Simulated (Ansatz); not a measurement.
Molecule: ethanamine, C$_{2}$H$_{7}$N, charge 0, multiplicity 1. SMILES: NCC
Coordinates optimised at B3LYP-D3(BJ)/def2-TZVP (Ansatz, a quantum-chemistry and plane-wave program):
```
C
H 1 1.0932
H 1 1.0932 2 106.13
N 1 1.4627 2 107.63 3 115.01
H 4 1.0142 1 110.48 2 64.07
H 4 1.0142 5 106.70 1 -120.14
C 1 1.5281 2 109.64 3 -118.33
H 7 1.0931 1 110.87 2 -62.07
H 7 1.0931 8 107.82 1 121.53
H 7 1.0933 8 107.89 9 116.28
```
Charge 0, spin multiplicity 1.

Property: atomisation energy (electronic, to ground-state atoms), in kcal/mol. Valence correlation only, unless marked. Open shells are spin-unrestricted. Spin-orbit coupling is left out. Non-relativistic. The coupled-cluster limit lacks core correlation, which all-electron functionals hold. Basis-set limits of correlation are two-point, X^-3; Hartree-Fock from the larger set. [CCSD(T)-MP2]/basis is that difference in the basis named.

```json
[
 {"level": "HF/6-31G", "program": "Ansatz", "atomisation energy (kcal/mol)": "603.4"}
]
```

What does RI-MP2/CBS(aug-cc-pVTZ,aug-cc-pVQZ)+[CCSD(T)-MP2]/aug-cc-pVTZ (Ansatz) give?

878.3 kcal/mol, so HF/6-31G differs from it by -274.9 kcal/mol.
